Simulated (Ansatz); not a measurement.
**C2H8N2: how energies converge with the basis set**

How large a basis does C2H8N2 need? Two functionals are run in growing sets.

Program: Ansatz 0.2.0, Gaussian basis. Level of theory: one geometry, several basis sets. These are calculated values, not measurements.

Levels to be run: PBE0-D4/def2-SVP; ωB97M-V/def2-SVP; PBE0-D4/def2-QZVPP; ωB97M-V/def2-QZVPP; the functionals' def2-TZVPP values are taken from earlier runs.

### Step 1. Structure used throughout

All runs share one geometry, relaxed beforehand with PBE0-D4 in a triple-zeta def2 set.

12 atoms, charge 0, spin multiplicity 1.

Atoms are counted from 1 here; the program's logs count them from 0.

Bond lengths: C1–N2 1.446 Å, C1–H5 1.093 Å, C1–H6 1.091 Å, C1–H7 1.103 Å, N2–C3 1.453 Å, N2–H8 1.012 Å, C3–N4 1.440 Å, C3–H9 1.103 Å, C3–H10 1.094 Å, N4–H11 1.011 Å, N4–H12 1.013 Å. Angles: N2–C1–H5 110.0°, N2–C1–H6 109.9°, N2–C1–H7 113.8°, H5–C1–H6 107.0°, H5–C1–H7 107.6°, H6–C1–H7 108.3°, C1–N2–C3 114.0°, C1–N2–H8 110.1°, C3–N2–H8 109.5°, N2–C3–N4 114.7°, N2–C3–H9 112.1°, N2–C3–H10 107.1°, N4–C3–H9 107.0°, N4–C3–H10 108.5°, H9–C3–H10 107.2°, C3–N4–H11 111.4°, C3–N4–H12 109.8°, H11–N4–H12 107.6°.

### Step 2. PBE0-D4 in def2-SVP

in.yaml

```yaml
crystal:
  periodic: [false, false, false]
  atoms:
    - {symbol: C, position_ang: [-0.755952, 1.220807, -0.003309]}
    - {symbol: N, position_ang: [-0.162825, 0.213370, 0.847834]}
    - {symbol: C, position_ang: [0.835196, -0.607752, 0.183253]}
    - {symbol: N, position_ang: [0.298804, -1.596478, -0.715897]}
    - {symbol: H, position_ang: [-1.349755, 0.744142, -0.787606]}
    - {symbol: H, position_ang: [-1.437130, 1.844697, 0.577907]}
    - {symbol: H, position_ang: [-0.018903, 1.877921, -0.495886]}
    - {symbol: H, position_ang: [0.246851, 0.646570, 1.665470]}
    - {symbol: H, position_ang: [1.553037, -0.002012, -0.395311]}
    - {symbol: H, position_ang: [1.401248, -1.120980, 0.966007]}
    - {symbol: H, position_ang: [-0.084810, -1.169211, -1.548325]}
    - {symbol: H, position_ang: [-0.448861, -2.106275, -0.260135]}
basis:
  gaussian: {orbitals: def2-SVP}
hamiltonian: {xc: pbe0, dispersion: d4}
output: {orbitals: {seedname: orbitals}}
```

Launch:

```console
$ ansatz run in.yaml --threads 2 --pin off --events-out ev --progress --plain --max-ram 4352MiB
```

After this run come: ωB97M-V in def2-SVP; PBE0-D4 in def2-QZVPP; ωB97M-V in def2-QZVPP.

Q: Predict the results of all the runs planned. Wanted: PBE0-D4: double and triple zeta above quadruple; ωB97M-V: double and triple zeta above quadruple.

**Answer**, as computed:

| quantity | value |
| --- | --- |
| PBE0-D4: double and triple zeta above quadruple | 6.24, 0.32 eV |
| ωB97M-V: double and triple zeta above quadruple | 6.53, 0.31 eV |

PBE0-D4 gains 5.92 eV from double to triple zeta, then 0.32 eV more. Total energies overstate the basis error of differences, where much of it tends to cancel. The LUMO of ωB97M-V is positive and keeps falling with the basis (3.43 to 1.81 eV): an unbound level that the basis holds in place.
